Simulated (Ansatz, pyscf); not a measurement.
F–SiH₃ + SiH₂ [singlet] → SiH₄ + F–SiH: [singlet], a four-centre exchange on the singlet surface: F–Si, H–Si broken, H–Si, F–Si formed. PySCF, gas phase, ωB97X-D3(BJ)/def2-SVP geometries. Wave-function energies: Ansatz (a first-principles code), frozen core, RHF or UHF references. In kcal/mol, from the separated reactants.

Cost: rough CPU time of the saddle's run relative to CCSD(T)/cc-pV(D+d)Z, from one job on a shared machine, with the HF step and its search for lower states.

```csv
level,barrier,reaction energy,cost
PBE0-D3(BJ)/def2-TZVP,-2.13,-9.38,–
r²SCAN/def2-TZVP,-2.23,-9.39,–
CCSD(T)/cc-pV(D+d)Z,4.88,-8.49,1
CCSDT(Q)/cc-pV(D+d)Z,(withheld),(withheld),200
CCSD(T)/cc-pV(T+d)Z,5.33,-8.18,8
CCSD(T)/cc-pV(Q+d)Z,(withheld),-8.28,–
```

Q: Complete the blanks.

A: 
- CCSDT(Q)/cc-pV(D+d)Z, barrier: 4.69
- CCSDT(Q)/cc-pV(D+d)Z, reaction energy: -8.56
- CCSD(T)/cc-pV(Q+d)Z, barrier: 4.63

In cc-pV(D+d)Z, going from CCSD(T) to CCSDT(Q) shifts the barrier by -0.19 and the reaction energy by -0.06 kcal/mol. With HF in the quadruple-zeta basis and the correlation energy extrapolated as X⁻³ from X = 3, 4, CCSD(T) gives 3.98 and -8.25; adding the double-zeta shift gives ΔE‡ = 3.79 and ΔE = -8.31 kcal/mol, without core correlation, relativity or geometry relaxation at these levels. On the reactant side the descent ends in an adduct with a F–Si contact, 9.86 kcal/mol under the separated species and 9.03 kcal/mol under the saddle at ωB97X-D3(BJ)/def2-TZVP. On the product side the descent ends in a complex, 7.74 kcal/mol under the separated species and 16.12 kcal/mol under the saddle at ωB97X-D3(BJ)/def2-TZVP. At PBE0-D3(BJ), r²SCAN the saddle lies under the separated reactants, which points to a path from their complex (located at ωB97X-D3(BJ) alone). What is counted as formed (F–Si) is already present as a longer contact in the reactant adduct; forming that adduct is a step of its own. At the saddle there is also a short Si–Si contact that neither side keeps. At ωB97X-D3(BJ) the barrier from the zero used here is -0.83 kcal/mol. This is the saddle that the search found; another between the same sides may lie lower. The CCSD(T) − MP2 part came from Ansatz, without density fitting, on the same reference.
